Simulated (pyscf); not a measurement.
Single points on ωB97X-D3(BJ)/def2-SVP structures (PySCF, gas phase). Correlated levels are frozen-core, on RHF or UHF. ΔMP2 is the change of the MP2 total energy from the triple- to the quadruple-zeta basis.

How much does it cost (ΔH, 298 K, CCSD(T)/def2-TZVPP + ΔMP2(QZVPP)) to split HO–B(OH)–F at its B–F bond into [HO–B–OH]• + F•?

B–F to [HO–B–OH]• + F•: 708.1 kJ/mol. The radicals are drawn with the spin at the cut bond; how far it spreads was not checked. Other isomers of [HO–B–OH]• were not searched in full and may lie lower. The CCSD(T) − MP2 part came from Ansatz, without density fitting, on the same reference. Left out: the spin-orbit lowering of F.
